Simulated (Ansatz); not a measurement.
## ClFSi, SMILES F[Si]Cl: a polarisability from point charges, step by step

With Ansatz 0.2.0, Python API.

Typed at the interpreter:
```pycon
>>> import ansatz as az
>>> import numpy as np
>>> geometry_ang = [
...     ('F', (0.6401, -1.349, 0.1954)),
...     ('Si', (-0.565, -0.3228, -0.3413)),
...     ('Cl', (-0.0861, 1.607, 0.1326)),
... ]
>>> geometry = az.Crystal.molecule()
>>> for symbol, xyz in geometry_ang:
...     geometry = geometry.atom(symbol, xyz)
...
>>> base = (
...     geometry.calculation()
...     .basis(gaussian='def2-SVPD')
...     .functional('cam_b3lyp')
...     .forces()
... )
>>> # charges +q and -q at -R and +R make a nearly even field 2 k q / R^2 at the centre
>>> centre = np.mean([site.position_ang for site in geometry.cartesian_sites], axis=0)
>>> field = 2 * 14.399645 * 4.0 / 25.0 ** 2
>>> def dipole(axis, sign):
...     arm = 25.0 * np.eye(3)[axis]
...     pair = [{'charge': sign * 4.0, 'position_ang': (centre - arm).tolist()}, {'charge': -sign * 4.0, 'position_ang': (centre + arm).tolist()}]
...     deck = base.input().set(az.key.basis.gaussian.point_charges, pair)
...     return np.array(az.Session.from_dict(deck).plan().execute().report['charge_distribution']['dipole_moment_e_ang'])
...
>>> print(f'field {field:.4f} V/A')
field 0.1843 V/A
>>> alpha = np.array([(dipole(axis, 1) - dipole(axis, -1)) / (2 * field) * 14.399645 for axis in range(3)])

>>> print('polarisability tensor (A^3)')
polarisability tensor (A^3)
>>> print(np.array2string(alpha, precision=3, suppress_small=True))
[[5.627 0.374 0.111]
 [0.376 7.843 0.46 ]
 [0.111 0.455 5.59 ]]
>>> print(f'mean {np.trace(alpha) / 3:.3f} A^3 = {np.trace(alpha) / 3 / 0.14818471:.2f} bohr^3')
mean 6.353 A^3 = 42.88 bohr^3
```

The geometry is a force-field or estimated start, not a minimum of this method, and the basis set is short of its limit. The field of two point charges is only nearly even. It ran for 7.7 s on 1 thread of Intel(R) Xeon(R) 6975P-C (Granite Rapids), on a shared host, peak memory 0.22 GiB.

(Lines on the test bed's own set-up are left out of the output.)
